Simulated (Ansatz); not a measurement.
# BClH4Si (SMILES B[SiH2]Cl): one structure at several levels

One table from this session's results is given with a row withheld; the runs are named, their logs left out.

Computed with Ansatz 0.2.0, Gaussian basis. Level: single points in def2-TZVPP.

Cores are frozen in the correlated methods.

### The starting structure

SMILES `B[SiH2]Cl`, 7 atoms, charge 0, spin multiplicity 1.

Atoms are counted from 1 here; the program's logs count them from 0.

Bond lengths: B1–Si2 2.062 Å, B1–H4 1.177 Å, B1–H5 1.182 Å, Si2–Cl3 2.020 Å, Si2–H6 1.403 Å, Si2–H7 1.432 Å. Angles: Si2–B1–H4 117.7°, Si2–B1–H5 117.0°, H4–B1–H5 123.1°, B1–Si2–Cl3 110.0°, B1–Si2–H6 115.7°, B1–Si2–H7 119.4°, Cl3–Si2–H6 103.7°, Cl3–Si2–H7 101.9°, H6–Si2–H7 104.2°.

Coordinates:

```xyz
7

B    -1.0559    0.0971   -0.7801
Si    0.5921   -0.1312    0.4387
Cl    1.8247    1.4566    0.2400
H    -1.6621   -0.8698   -1.0665
H    -1.4947    1.1890   -0.8887
H     0.3282   -0.1771    1.8155
H     1.4844   -1.2288    0.2151
```

Set-up of the first run:

run/in.yaml

```yaml
crystal:
  periodic: [false, false, false]
  atoms:
    - {symbol: B, position_ang: [-1.055900, 0.097100, -0.780100]}
    - {symbol: Si, position_ang: [0.592100, -0.131200, 0.438700]}
    - {symbol: Cl, position_ang: [1.824700, 1.456600, 0.240000]}
    - {symbol: H, position_ang: [-1.662100, -0.869800, -1.066500]}
    - {symbol: H, position_ang: [-1.494700, 1.189000, -0.888700]}
    - {symbol: H, position_ang: [0.328200, -0.177100, 1.815500]}
    - {symbol: H, position_ang: [1.484400, -1.228800, 0.215100]}
basis:
  gaussian: {orbitals: def2-TZVPP}
correlation: {method: ccsd_t}
output: {forces: true}
```

No record of the launch command was kept for these runs.

Among the steps run: CCSD(T)/def2-TZVPP; PBE0-D4/def2-TZVPP; wB97M-V/def2-TZVPP; r2SCAN-D4/def2-TZVPP; PBE-D4/def2-TZVPP; wB97X-V/def2-TZVPP; CAM-B3LYP-D4/def2-TZVPP.

One table of the session follows, with a row left open; its other results are not shown here.

| method | RMS force component (eV/Å) | angle to CCSD(T) forces (°) | dipole (D) |
| --- | --- | --- | --- |
| CCSD(T) | 0.760 | reference | 1.82 |
| PBE0-D4 | 0.791 | 5.1 | 1.82 |
| wB97M-V | 0.739 | 4.1 | 1.83 |
| r2SCAN-D4 | 0.793 | 4.1 | 1.78 |
| PBE-D4 | 0.862 | 6.8 | 1.68 |
| wB97X-V | 0.778 | 3.1 | 1.88 |
| CAM-B3LYP-D4 | ? | ? | ? |

**Question.** Estimate the row for CAM-B3LYP-D4.

As computed: RMS force component (eV/Å): 0.747; angle to CCSD(T) forces (°): 3.8; dipole (D): 1.88. In the column «RMS force component (eV/Å)» it lies between wB97M-V (0.739) and CCSD(T) (0.760).
